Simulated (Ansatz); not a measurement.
Active spaces for CH₄, singlet

Program: Ansatz, Gaussian basis, development build. Basis aug-cc-pVTZ, nonrelativistic, no frozen core. State-specific CASSCF; RHF is the lowest restricted (open-shell) Hartree–Fock solution met. No symmetry is imposed, so a solution can break that of the shape. No proof that the lowest CASSCF solution was found.

Geometry:

| atom | x (Å) | y (Å) | z (Å) |
| --- | --- | --- | --- |
| C | 0.0000 | 0.0000 | 0.0000 |
| H | 0.6276 | 0.6276 | 0.6276 |
| H | 0.6276 | -0.6276 | -0.6276 |
| H | -0.6276 | 0.6276 | -0.6276 |
| H | -0.6276 | -0.6276 | 0.6276 |

(1) What do CASSCF and its corrections give against RHF in CAS(8,8), and what are the occupations?

(2) Roughly how much CPU time does a whole run from the default start take (median of such runs, summed over threads; nearly all runs on one pinned thread of a shared server, mostly Xeon at 2.3 to 2.6 GHz, by a development driver)?

Results:

(1) CASSCF -2.253 eV, SC-NEVPT2 -5.791 eV; occupations 1.98, 1.98, 1.98, 1.98, 0.02, 0.02, 0.02, 0.02.

(2) CAS(8,8): about 6.2 s. Other jobs ran beside these, and the count of passes differs.
